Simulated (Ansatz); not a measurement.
# BS+ (triplet): wave-function methods side by side, def2-TZVPP

An exercise on one series of results from a longer session: the logs are not shown, and one member is left open.

Program: Ansatz 0.2.0, Gaussian basis. Level of theory: def2-TZVPP, core rule «outside noble gas», up to 6 orbitals frozen. These are calculated values, not measurements.

To be run: UHF; ROHF; CCSD(T) on UHF.

2 further runs of the same task are left out: 2 set aside as unsound or not needed.

## What is computed

The geometry is a PBE0/def2-TZVP stationary point (not a proven minimum) of the parent state, kept for this charge and spin.

2 atoms, charge 1, spin multiplicity 3.

Atoms are counted from 1 here; the program's logs count them from 0.

Bond lengths: B1–S2 1.574 Å.

Set-up of the first run:

File in.yaml:

```yaml
crystal:
  periodic: [false, false, false]
  atoms:
    - {symbol: B, position_ang: [0.000000, 0.000000, 0.000000]}
    - {symbol: S, position_ang: [0.000000, 0.000000, 1.573700]}
basis:
  gaussian: {orbitals: def2-TZVPP}
total_charge: 1
magnetization: {spin_polarized: true, initial_magnetization: 2}
hamiltonian: {xc: hf}
output: {orbitals: {seedname: orbitals}}
```

Run with:

```console
$ ansatz run in.yaml --threads 1 --pin off --events-out ev --progress --plain --max-ram 4096MiB --backend cpu
```

Steps of the session up to this table: UHF; ROHF; CCSD(T) on UHF.

One of the session's tables, all rows but one given; the rest of the session is left out.

It belongs to the step «Misses and costs». 

```
  method  from UCCSD(T) (kcal/mol)
    ROHF                         ?
     UHF                   +133.86
    UMP2                    +23.38
   UCCSD                     +6.49
UCCSD(T)                         0
```

**Question.** Estimate the row for ROHF.

As computed: from UCCSD(T) (kcal/mol): +136.96. In the column «from UCCSD(T) (kcal/mol)» it is the highest.
